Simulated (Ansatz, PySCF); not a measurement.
Species: hydrogen isocyanide, CHN, net charge 0, singlet state. SMILES: [C-]#[NH+]
Structure (B3LYP-D3(BJ)/def2-TZVP (Ansatz, a first-principles code) minimum search):
```
N
C 1 1.1640
H 1 0.9974 2 180.00
```
Charge 0, spin multiplicity 1.


Quantity: enthalpy of formation at 298 K (from the atomisation energy, B3LYP-D3(BJ)/def2-TZVP harmonic zero-point and thermal terms from PySCF, and the atoms' enthalpies of formation in the G2/97 table; no spin-orbit terms, and no core term in the frozen-core levels), in eV. Cores are frozen in the correlated levels unless marked. UHF or UKS for open shells. No spin-orbit coupling. No relativistic terms. The coupled-cluster limit lacks core correlation, which all-electron functionals hold. Basis-set limits of correlation are two-point, X^-3; Hartree-Fock from the larger set (for Q and 5 zeta extrapolated as (X+1)exp(-9√X)).

```
level                                program  enthalpy of formation at 298 K (eV)
----------------------------  --------------  -----------------------------------
HF/cc-pV5Z                            Ansatz                                 6.69
PBE-D4/def2-TZVPD             Ansatz + dftd4                                 1.42
PBE0/6-31G*                           Ansatz                                 2.32
HSE06-D4/def2-TZVPD           Ansatz + dftd4                                 2.01
B2GP-PLYP-D4/def2-TZVPD       Ansatz + dftd4                                 2.17
B2GP-PLYP/def2-TZVPD                  Ansatz                                 2.17
SCS-MP2/cc-pVTZ                       Ansatz                                 2.13
CCSD/aug-cc-pVDZ                      Ansatz                                 3.53
CCSD(T)/def2-QZVPP                    Ansatz                                 2.23
CCSD(T)/CBS(cc-pVQZ,cc-pV5Z)          Ansatz                                 2.06
```
